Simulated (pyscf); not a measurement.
7 silicon, germanium or tin steps of one kind (four-centre exchange, radical): barrier in kJ/mol, from the separated reactants or the lowest minimum found. Structures and frequencies: ωB97X-D3(BJ)/def2-SVP in PySCF. Functionals in def2-TZVP; the last column is ωB97M-D3(BJ)/def2-TZVP. Rows were drawn at random from the steps of this kind and element class whose saddle was verified and whose references are stable.

| step | PBE | M06-2X | PBE0-D3(BJ) | ωB97M-D3(BJ) |
|---|---|---|---|---|
| [HN=SiH]• + HF → [HN=Si–F]• + H₂ | 41.0 | 69.8 | 56.4 | 64.7 |
| H₃C–SiH₂• + HCl → H₃C–SiH•–Cl + H₂ | 78.8 | 106.8 | 92.7 | 108.9 |
| F–SiH₂• + NH₃ -> H₂N–SiH•–F + H₂ | … | 120.6 | 105.0 | 117.2 |
| H₃C–SiH•–CH₃ + HCl → H₃C–Si•(CH₃)–Cl + H₂ | 76.0 | 102.1 | 89.7 | 105.1 |
| GeH₃• + H₂O → HO–GeH₂• + H₂ | 120.2 | 146.0 | 140.1 | 152.4 |
| HCl + Cl–SiH•–Cl -> Cl–Si•(Cl)–Cl + H₂ | … | 136.8 | 115.2 | 131.6 |
| H₃C–O–SiH₂• + H₂O → H₃C–O–SiH•–OH + H₂ | 103.4 | 127.3 | 118.3 | 128.7 |

Complete the blanks.


- F–SiH₂• + NH₃ -> H₂N–SiH•–F + H₂, PBE: 95.0
- HCl + Cl–SiH•–Cl -> Cl–Si•(Cl)–Cl + H₂, PBE: 98.7

Differences from the last column (kJ/mol): PBE: mean -27.9, median -29.1, mean size 27.9, lower in 7 of 7; M06-2X: mean +0.1, median -1.5, mean size 3.8, lower in 4 of 7; PBE0-D3(BJ): mean -13.0, median -12.3, mean size 13.0, lower in 7 of 7. PBE is closest for row 3 (22.2 kJ/mol apart) and farthest for row 6 (32.9 kJ/mol). PBE, r²SCAN and M06-2X carry no added dispersion term. The last column is a level with limits of its own. Each barrier is that of the saddle found. Elements up to Kr have no core potential and no relativistic terms here.
